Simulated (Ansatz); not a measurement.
Coupled-cluster diagnostics for Si2H⁺, Ansatz.

Geometry of the singlet (PBE0-D4/def2-TZVP):

```xyz
3

Si    0.0941   -0.2209    0.1011
Si   -0.7291    1.7036   -0.7827
H     0.6349   -1.4827    0.6816
```

Correlated methods freeze 10 core orbitals. The geometry of the singlet was relaxed on an unsound state (restricted singlet, unstable towards broken spin symmetry). The structure comes from a short search, and lower isomers may exist.

Geometry of the charge 1 triplet (PBE0-D4/def2-TZVP):

Cartesian coordinates in Å:
```
Si 0.179 0.163 -0.058
Si -1.431 -1.301 0.462
H 1.252 1.138 -0.404
```

Geometry of the charge 1 quintet (PBE0-D4/def2-TZVP):

Cartesian coordinates in Å:
```
Si 0.6080 0.3516 -0.0308
Si -0.5060 -1.3028 -1.1366
H -0.1020 0.9512 1.1674
```

Question: Estimate the CCSD(T) correlation energy, the shares of MP2 and (T), T1 and the reference's ⟨S²⟩ for: charge 1, singlet, own geometry in def2-TZVPP; charge 1, triplet, own geometry in def2-TZVPP; charge 1, quintet, own geometry in def2-TZVPP; and the rough time on 4 threads of Arm Neoverse V1 on a shared host.

Answer: 
| state | basis | correlation (eV) | MP2 share (%) | (T) share (%) | T1 | ⟨S²⟩ (pure) | wall time | remarks |
| --- | --- | --- | --- | --- | --- | --- | --- | --- |
| charge 1, singlet, own geometry | def2-TZVPP | -6.008 | 77.9 | 5.5 | 0.022 | 0.00 (0.00) | 3.7 s | large T1 (0.022), restricted SCF unstable |
| charge 1, triplet, own geometry | def2-TZVPP | -5.322 | 77.6 | 5.2 | 0.029 | 2.05 (2.00) | 1.3 s | – |
| charge 1, quintet, own geometry | def2-TZVPP | -4.465 | 76.5 | 5.0 | 0.034 | 6.01 (6.00) | 2.2 s | – |
Customary marks for T1 are 0.02 (closed shells), 0.045 (open shells) and about 0.05 (3d metals). T1 exceeds 0.02 in 3 of 3 rows and 0.045 in 0; the higher it lies, the less the single-reference result can be trusted.
